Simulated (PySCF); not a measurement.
LiF, SMILES [Li][F], singlet (CAM-B3LYP/def2-SVP optimised geometry):

```
2

Li    -0.760     0.000     0.000
F      0.760     0.000     0.000
```

Computed with CAM-B3LYP/def2-TZVP in PySCF.

### Question
What are the frontier orbital energies and the dipole moment?

### Answer
HOMO-2 -9.94 eV, HOMO-1 -9.55 eV, HOMO -9.55 eV, LUMO -0.71 eV, LUMO+1 1.90 eV; dipole moment 6.00 D.

Meta-Löwdin charges at CAM-B3LYP/def2-TZVP: Li1 0.87, F2 -0.87.
